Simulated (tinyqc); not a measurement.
Inside a calculation. Method: G0W0 on RHF in the sto-3g basis, for H2O, spin multiplicity 1. One step of it, computed by the program tinyqc.

Problem. G0W0 on Hartree-Fock: HOMO. W(p,q,m) = sqrt2 sum_ia (pq|ia) (X+Y)_ia,m; Sigma_c(x) = sum_(i,m) W^2/(x - e_i + w_m) + sum_(a,m) W^2/(x - e_a - w_m); solve x = e_p + Sigma_c(x) by Newton steps; Z = 1/(1 - dSigma/dx); 1 hartree = 27.211386 eV.

orbital energies (hartree): MO1 -20.257541, MO2 -1.198079, MO3 -0.546178, MO4 -0.420489, MO5 -0.383065, MO6 0.449198, MO7 0.584921

Two-electron integrals over orbitals (pq|rs), unique and non-zero (hartree):
```
(11|11) 4.746821    (21|11) -0.430278   (21|21) 0.061599    (22|11) 1.022003
(22|21) -0.015516   (22|22) 0.723176    (31|31) 0.010285    (32|31) 0.016439
(32|32) 0.129599    (33|11) 0.752398    (33|21) -0.004634   (33|22) 0.609186
(33|33) 0.587149    (41|11) 0.158818    (41|21) -0.021030   (41|22) 0.011829
(41|33) 0.005252    (41|41) 0.024084    (42|11) -0.143918   (42|21) 0.007752
(42|22) -0.025766   (42|33) 0.004241    (42|41) 0.019260    (42|42) 0.130361
(43|31) -0.002192   (43|32) 0.029466    (43|43) 0.055300    (44|11) 0.940857
(44|21) -0.011251   (44|22) 0.664329    (44|33) 0.562479    (44|41) -0.008999
(44|42) -0.095294   (44|44) 0.707106    (51|51) 0.025963    (52|51) 0.033312
(52|52) 0.151034    (53|53) 0.025866    (54|51) -0.011448   (54|52) -0.042503
(54|54) 0.047790    (55|11) 1.115358    (55|21) -0.012188   (55|22) 0.755353
(55|33) 0.596109    (55|41) 0.004455    (55|42) -0.078120   (55|44) 0.693590
(55|55) 0.880159    (61|11) -0.198499   (61|21) 0.030064    (61|22) -0.002748
(61|33) 0.000359    (61|41) 0.003068    (61|42) 0.020409    (61|44) -0.015288
(61|55) -0.005419   (61|61) 0.025209    (62|11) 0.264656    (62|21) -0.006289
(62|22) 0.129313    (62|33) 0.062359    (62|41) 0.018214    (62|42) 0.033193
(62|44) 0.065495    (62|55) 0.140570    (62|61) 0.009274    (62|62) 0.093252
(63|31) 0.002309    (63|32) -0.041055   (63|43) -0.040019   (63|63) 0.079680
(64|11) 0.267980    (64|21) -0.003454   (64|22) 0.128254    (64|33) 0.046906
(64|41) 0.001861    (64|42) -0.043366   (64|44) 0.132019    (64|55) 0.148751
(64|61) -0.001183   (64|62) 0.061898    (64|64) 0.095329    (65|51) 0.013196
(65|52) 0.051655    (65|54) 0.005728    (65|65) 0.033937    (66|11) 0.765748
(66|21) -0.007296   (66|22) 0.584777    (66|33) 0.542919    (66|41) 0.017569
(66|42) 0.048879    (66|44) 0.538144    (66|55) 0.570011    (66|61) 0.008317
(66|62) 0.087603    (66|64) 0.051299    (66|66) 0.573110    (71|31) 0.014280
(71|32) 0.021771    (71|43) -0.003093   (71|63) 0.002699    (71|71) 0.019855
(72|31) 0.014846    (72|32) 0.056189    (72|43) -0.028205   (72|63) 0.028859
(72|71) 0.019702    (72|72) 0.069361    (73|11) 0.372386    (73|21) -0.006948
(73|22) 0.168310    (73|33) 0.088193    (73|41) -0.000167   (73|42) -0.073931
(73|44) 0.146615    (73|55) 0.204414    (73|61) -0.005459   (73|62) 0.068821
(73|64) 0.099547    (73|66) 0.043545    (73|73) 0.158494    (74|31) -0.007850
(74|32) -0.070387   (74|43) -0.013245   (74|63) 0.056098    (74|71) -0.010917
(74|72) -0.017786   (74|74) 0.069225    (75|53) 0.023970    (75|75) 0.025613
(76|31) 0.007633    (76|32) 0.087126    (76|43) 0.063143    (76|63) -0.071015
(76|71) 0.010380    (76|72) -0.002061   (76|74) -0.059696   (76|76) 0.114552
(77|11) 0.845630    (77|21) -0.009148   (77|22) 0.609867    (77|33) 0.579338
(77|41) 0.003518    (77|42) -0.020816   (77|44) 0.580970    (77|55) 0.611986
(77|61) -0.003932   (77|62) 0.061521    (77|64) 0.053462    (77|66) 0.545229
(77|73) 0.101277    (77|77) 0.597417
```

excitation energies w (hartree): 0.897574  0.964746  1.017923  1.030600  1.233841  1.411039  1.868295  1.919871  20.757099  20.882149

X + Y:
```
            1          2         3          4          5          6          7          8
1>6  0.000000  -0.000015  0.000000   0.000000   0.000000   0.001519  -0.001340   0.000000
1>7  0.000000   0.000000  0.000000   0.001500   0.001079   0.000000   0.000000  -0.003726
2>6  0.000000  -0.085475  0.000000   0.000000   0.000000  -0.343677   0.888100   0.000000
2>7  0.000000   0.000000  0.000000   0.088100  -0.024471   0.000000   0.000000   0.961330
3>6  0.000000   0.000000  0.000000  -0.683296   0.643204   0.000000   0.000000   0.044137
3>7  0.000000  -0.353393  0.000000   0.000000   0.000000   0.808051   0.218605   0.000000
4>6  0.000000   0.895313  0.000000   0.000000   0.000000   0.227914   0.111108   0.000000
4>7  0.000000   0.000000  0.000000   0.706810   0.629795   0.000000   0.000000  -0.024468
5>6  0.962931   0.000000  0.000000   0.000000   0.000000   0.000000   0.000000   0.000000
5>7  0.000000   0.000000  0.975162   0.000000   0.000000   0.000000   0.000000   0.000000

             9         10
1>6   0.998786   0.000000
1>7   0.000000   0.999049
2>6   0.000143   0.000000
2>7   0.000000   0.000325
3>6   0.000000   0.000025
3>7  -0.000057   0.000000
4>6  -0.000010   0.000000
4>7   0.000000  -0.000101
5>6   0.000000   0.000000
5>7   0.000000   0.000000
```

Give: The 12 largest terms at x = e_p; Newton steps; quasiparticle energy of the HOMO; Hartree-Fock value.

Solution.

The 12 largest terms at x = e_p (hartree; W for the signs of X + Y given):

| q | m | W | term |
|---|---|---|---|
| 5 | 7 | 0.2631 | 0.0371 |
| 5 | 6 | 0.2132 | 0.0322 |
| 5 | 2 | 0.0692 | 0.0050 |
| 2 | 1 | 0.0703 | 0.0029 |
| 6 | 1 | 0.0462 | -0.0012 |
| 3 | 3 | 0.0331 | 0.0009 |
| 7 | 3 | 0.0353 | -0.0006 |
| 4 | 1 | 0.0078 | 6.51e-05 |
| 1 | 1 | 0.0180 | 1.55e-05 |
| 5 | 9 | -0.0076 | 2.82e-06 |

Newton steps (hartree):

| step | x | Sigma_c(x) | Z |
|---|---|---|---|
| 0 | -0.3831 | 0.0763 | 0.9511 |
| 1 | -0.3105 | 0.0727 | 0.9552 |
| 2 | -0.3104 | 0.0727 | 0.9552 |
| 3 | -0.3104 | 0.0727 | 0.9552 |

quasiparticle energy of the HOMO = -8.4454 eV

Hartree-Fock value = -10.4237 eV
